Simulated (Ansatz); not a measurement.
Input for Ansatz (development build ahead of 0.2.0):

```yaml
crystal:
  periodic: [false, false, false]
  atoms:
    - { symbol: Si, position_ang: [-0.02585, -0.0321, -0.58224] }
    - { symbol: O, position_ang: [-0.02106, -0.03855, 0.99328] }
basis:
  gaussian: { orbitals: def2-TZVP }
hamiltonian:
  xc: hf
correlation:
  method: mp2
  frozen_orbitals: { O: 1, Si: 5 }
```

The input is written out in the form of the current development build from the run's settings.

The run gave:

```yaml
Converged: yes
Reference_energy: -363.83200 hartree
Correlation_energy: -0.34151 hartree
Total_energy: -364.17352 hartree
Spin_squared_of_the_determinant: 0.000
```
